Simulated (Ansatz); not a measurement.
**How basis sets differ on SiO2 (silicon dioxide molecule)**

SiO2 has 3 atoms, charge 0, and is taken as a singlet. SMILES: `O=[Si]=O`. The shape is that of a PBE0-D4/def2-TZVP optimisation.

```xyz
3

O     0.6977    1.2296    0.5188
Si    0.0000    0.0000    0.0000
O    -0.6977   -1.2296   -0.5188
```

Quantity: the vertical ionisation energy (to the doublet cation), in eV. The values are calculated.

```tsv
level	kind	program	value (eV)	CPU time (all runs)
RPA@PBE/STO-3G	RPA	Ansatz	6.07	63 s
RPA@PBE/pc-0	RPA	Ansatz	11.08	7.7 s
RPA@PBE/pc-1	RPA	Ansatz	11.94	11 s
RPA@PBE/pc-2	RPA	Ansatz	12.27	27 s
RPA@PBE/pc-3	RPA	Ansatz	12.49	69 s
```

The values span 6.07 to 12.49 eV. Without the sets that lack polarisation functions the rows with a basis span only 11.94 to 12.49 eV. CPU times are rough (shared hosts, several kinds of processor and program).
